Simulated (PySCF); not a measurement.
SiCl4, SMILES Cl[Si](Cl)(Cl)Cl. Geometry optimised at PBE-D3(BJ)/def2-SVP. The isomer is the one that the SMILES or the coordinates give; other isomers of the formula were not compared.

These are PySCF with PBE-D3(BJ)/def2-SVP values and carry that method's errors.

Harmonic wavenumbers (cm⁻¹): 137, 137, 206, 206, 206, 403, 615, 615, 615. Rotational constants (GHz): 1.270, 1.270, 1.270; symmetry number 12.

**Question.** Work out the zero-point energy and the ideal-gas rigid-rotor harmonic-oscillator thermochemistry at 298.15 K and 1 atm.

**Answer.** ZPE = ½ Σ hcν = ½ × 3141 cm⁻¹ = 18.79 kJ/mol. H − E(el) = 38.54 kJ/mol. Entropy in J/(mol K): translation 172.79, rotation 102.52, vibration 59.17, total 334.47. G − E(el) = -61.18 kJ/mol. Cp = 90.95 J/(mol K). Modes under 150 cm⁻¹ make the vibrational entropy uncertain.
